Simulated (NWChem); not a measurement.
System: hydrogen chloride (HCl); SMILES Cl

The following NWChem deck was run.

```
start job
memory heap 200 mb stack 900 mb global 1100 mb
geometry units angstroms noautoz
  Cl     0.000000     0.000000     0.080452
  H      0.000000     0.000000    -1.215592
end
basis spherical
  * library 6-31+g*
end
dft
  xc b3lyp
  iterations 150
  mulliken
end
task dft energy
```

Parts of the log:

```
             Northwest Computational Chemistry Package (NWChem) 7.3.0
             --------------------------------------------------------

 ORDER OF PRIMARY AXIS IS BEING SET TO 4
 C4V symmetry detected

                             Geometry "geometry" -> ""
                             -------------------------

 Output coordinates in angstroms (scale by  1.889725989 to convert to a.u.)

  No.       Tag          Charge          X              Y              Z
 ---- ---------------- ---------- -------------- -------------- --------------
    1 Cl                  17.0000     0.00000000     0.00000000     0.07200244
    2 H                    1.0000     0.00000000     0.00000000    -1.22404156

 Effective nuclear repulsion energy (a.u.)       6.9411325796

      Symmetry information
      --------------------

 Group name             C4v
 Group number             18
 Group order               8
 No. of unique centers     2

                                 NWChem DFT Module
                                 -----------------

 Summary of "ao basis" -> "ao basis" (spherical)
 ------------------------------------------------------------------------------
       Tag                 Description            Shells   Functions and Types
 ---------------- ------------------------------  ------  ---------------------
 Cl                         6-31+g*                 10       22   5s4p1d
 H                          6-31+g*                  2        2   2s

      Symmetry analysis of basis
      --------------------------

        a1         12
        a2          0
        b1          1
        b2          1
        e          10

            General Information
            -------------------
          SCF calculation type: DFT
          Wavefunction type:  closed shell.
          No. of atoms     :     2
          No. of electrons :    18
           Alpha electrons :     9
            Beta electrons :     9
          Charge           :     0
          Spin multiplicity:     1
          Use of symmetry is: on ; symmetry adaption is: on
          Maximum number of iterations: 150
          AO basis - number of functions:    24
                     number of shells:    12
          Convergence on energy requested:  1.00D-06
          Convergence on density requested:  1.00D-05
          Convergence on gradient requested:  5.00D-04

              XC Information
              --------------
                         B3LYP Method XC Potential
                     Hartree-Fock (Exact) Exchange  0.200
                        Slater Exchange Functional  0.800 local
                    Becke 1988 Exchange Functional  0.720 non-local
              Lee-Yang-Parr Correlation Functional  0.810
                  VWN I RPA Correlation Functional  0.190 local

             Grid Information
             ----------------
          Grid used for XC integration:  medium
          Radial quadrature: Mura-Knowles
          Angular quadrature: Lebedev.
          Tag              B.-S. Rad. Rad. Pts. Rad. Cut. Ang. Pts.
          ---              ---------- --------- --------- ---------
          Cl                  1.00       88           7.0       590
          H                   0.35       45           7.0       434
          Grid pruning is: on
          Number of quadrature shells:   133
          Spatial weights used:  Erf1

      Superposition of Atomic Density Guess
      -------------------------------------

 Sum of atomic energies:        -459.94947663

      Non-variational initial energy
      ------------------------------

 Total energy =    -460.011464
 1-e energy   =    -648.978464
 2-e energy   =     182.025867
 HOMO         =      -0.446438
 LUMO         =       0.059747

      Symmetry analysis of molecular orbitals - initial
      -------------------------------------------------

 !! scf_movecs_sym_adapt:    2 vectors were symmetry contaminated

  Symmetry fudging

 !! scf_movecs_sym_adapt:    2 vectors were symmetry contaminated

  Numbering of irreducible representations:

     1 a1          2 a2          3 b1          4 b2          5 e

  Orbital symmetries:

     1 a1          2 a1          3 a1          4 e           5 e
     6 a1          7 a1          8 e           9 e          10 a1
    11 a1         12 e          13 e          14 a1         15 a1
    16 a1         17 e          18 e          19 a1

     ---------------------------------------------
      Total Density - Mulliken Population Analysis
     ---------------------------------------------

    Atom       Charge   Shell Charges
 -----------   ------   -------------------------------------------------------
    1 Cl  17    17.41   2.00  2.00  5.98  1.37  3.69  0.57  1.75 -0.01  0.05  0.01
    2 H    1     0.59   0.35  0.24

   convergence    iter        energy       DeltaE   RMS-Dens  Diis-err
 ---------------- ----- ----------------- --------- --------- ---------
 d= 0,ls=0.0,diis     1   -460.7741653029 -4.68D+02  2.15D-02  1.56D-01
 d= 0,ls=0.0,diis     2   -460.7866580163 -1.25D-02  1.02D-02  5.10D-02
 d= 0,ls=0.0,diis     3   -460.7942255644 -7.57D-03  2.52D-03  3.22D-03
 d= 0,ls=0.0,diis     4   -460.7947096869 -4.84D-04  4.36D-04  1.26D-04
 d= 0,ls=0.0,diis     5   -460.7947277024 -1.80D-05  2.91D-05  5.92D-07
 d= 0,ls=0.0,diis     6   -460.7947277946 -9.22D-08  4.52D-06  1.36D-08

         Total DFT energy =     -460.794727794579
      One electron energy =     -649.644062445589
           Coulomb energy =      210.517848295517
    Exchange-Corr. energy =      -28.609646224107
 Nuclear repulsion energy =        6.941132579600

 Numeric. integr. density =       17.999997180713

                  Occupations of the irreducible representations
                  ----------------------------------------------

                     irrep           alpha         beta
                     --------     --------     --------
                     a1                5.0          5.0
                     a2                0.0          0.0
                     b1                0.0          0.0
                     b2                0.0          0.0
                     e                 4.0          4.0

                       DFT Final Molecular Orbital Analysis
                       ------------------------------------

 Vector    7  Occ=2.000000D+00  E=-4.807851D-01  Symmetry=a1
              MO Center= -1.0D-16, -1.0D-16, -1.4D-01, r^2= 1.3D+00
   Bfn.  Coefficient  Atom+Function         Bfn.  Coefficient  Atom+Function
  ----- ------------  ---------------      ----- ------------  ---------------
     9      0.584211  1 Cl pz                23     -0.286926  2 H  s
     6      0.254987  1 Cl s                 24     -0.243594  2 H  s
     5     -0.233080  1 Cl pz                10      0.214614  1 Cl s
    13      0.168610  1 Cl pz                 2     -0.122900  1 Cl s
    20     -0.056644  1 Cl d  0               1      0.027065  1 Cl s

 Vector    8  Occ=2.000000D+00  E=-3.373569D-01  Symmetry=e
              MO Center=  4.0D-16,  9.0D-17,  5.9D-02, r^2= 1.2D+00
   Bfn.  Coefficient  Atom+Function         Bfn.  Coefficient  Atom+Function
  ----- ------------  ---------------      ----- ------------  ---------------
     7      0.668386  1 Cl px                11      0.339858  1 Cl px
     8      0.309281  1 Cl py                 3     -0.259881  1 Cl px
    12      0.157261  1 Cl py                 4     -0.120254  1 Cl py
    15      0.042394  1 Cl px

 Vector    9  Occ=2.000000D+00  E=-3.373569D-01  Symmetry=e
              MO Center=  1.0D-16, -4.7D-16,  5.9D-02, r^2= 1.2D+00
   Bfn.  Coefficient  Atom+Function         Bfn.  Coefficient  Atom+Function
  ----- ------------  ---------------      ----- ------------  ---------------
     8      0.668386  1 Cl py                12      0.339858  1 Cl py
     7     -0.309281  1 Cl px                 4     -0.259881  1 Cl py
    11     -0.157261  1 Cl px                 3      0.120254  1 Cl px
    16      0.042394  1 Cl py

 Vector   10  Occ=0.000000D+00  E=-1.839467D-02  Symmetry=a1
              MO Center= -1.9D-16, -3.4D-17, -8.6D-01, r^2= 3.9D+00
   Bfn.  Coefficient  Atom+Function         Bfn.  Coefficient  Atom+Function
  ----- ------------  ---------------      ----- ------------  ---------------
    10      0.937480  1 Cl s                 14     -0.876342  1 Cl s
    24     -0.841948  2 H  s                 13     -0.586859  1 Cl pz
     9     -0.377070  1 Cl pz                17      0.232718  1 Cl pz
     6      0.220935  1 Cl s                 23     -0.185540  2 H  s
     5      0.137134  1 Cl pz                 2     -0.123716  1 Cl s

 Vector   11  Occ=0.000000D+00  E= 6.098550D-02  Symmetry=a1
              MO Center= -3.1D-16,  4.0D-16,  3.3D-01, r^2= 5.7D+00
   Bfn.  Coefficient  Atom+Function         Bfn.  Coefficient  Atom+Function
  ----- ------------  ---------------      ----- ------------  ---------------
    14      1.388714  1 Cl s                 24     -1.138005  2 H  s
    13     -0.778452  1 Cl pz                 9     -0.322014  1 Cl pz
    17      0.293254  1 Cl pz                23     -0.184898  2 H  s
    10     -0.129462  1 Cl s                  5      0.121119  1 Cl pz
    20     -0.090933  1 Cl d  0               6     -0.077287  1 Cl s

 Vector   12  Occ=0.000000D+00  E= 6.960787D-02  Symmetry=a1
              MO Center=  8.0D-17,  2.4D-16,  1.4D-01, r^2= 8.1D+00
   Bfn.  Coefficient  Atom+Function         Bfn.  Coefficient  Atom+Function
  ----- ------------  ---------------      ----- ------------  ---------------
    17      1.223163  1 Cl pz                24      0.894892  2 H  s
    14     -0.333058  1 Cl s                 10     -0.295026  1 Cl s
    23      0.182608  2 H  s                 13      0.107181  1 Cl pz
    20      0.100072  1 Cl d  0               6     -0.079975  1 Cl s
     2      0.042455  1 Cl s

     ---------------------------------------------
      Total Density - Mulliken Population Analysis
     ---------------------------------------------

    Atom       Charge   Shell Charges
 -----------   ------   -------------------------------------------------------
    1 Cl  17    17.22   2.00  2.00  5.97  1.42  3.64  0.55  1.54 -0.00  0.10  0.02
    2 H    1     0.78   0.49  0.29

     -------------------------------------------
      Total Density - Lowdin Population Analysis
     -------------------------------------------

    Atom       Charge   Shell Charges
 -----------   ------   -------------------------------------------------------
    1 Cl  17    17.23   2.00  1.99  5.91  1.17  3.32  0.61  1.81  0.11  0.28  0.03
    2 H    1     0.77   0.45  0.31

     Multipole analysis of the density
     ---------------------------------

     L   x y z        total         alpha         beta         nuclear
     -   - - -        -----         -----         ----         -------
     0   0 0 0     -0.000000     -9.000000     -9.000000     18.000000

     1   1 0 0     -0.000000     -0.000000     -0.000000      0.000000
     1   0 1 0     -0.000000     -0.000000     -0.000000      0.000000
     1   0 0 1     -0.592692     -0.296346     -0.296346     -0.000000

     2   2 0 0    -10.580596     -5.290298     -5.290298      0.000000
     2   1 1 0     -0.000000     -0.000000     -0.000000      0.000000
     2   1 0 1     -0.000000     -0.000000     -0.000000      0.000000
     2   0 2 0    -10.580596     -5.290298     -5.290298      0.000000
     2   0 1 1     -0.000000     -0.000000     -0.000000      0.000000
     2   0 0 2     -7.782162     -6.723670     -6.723670      5.665178
```

Level: B3LYP/6-31+G* (spherical d). All runs use the structure optimised with PBE-D3(BJ)/def2-SVP.
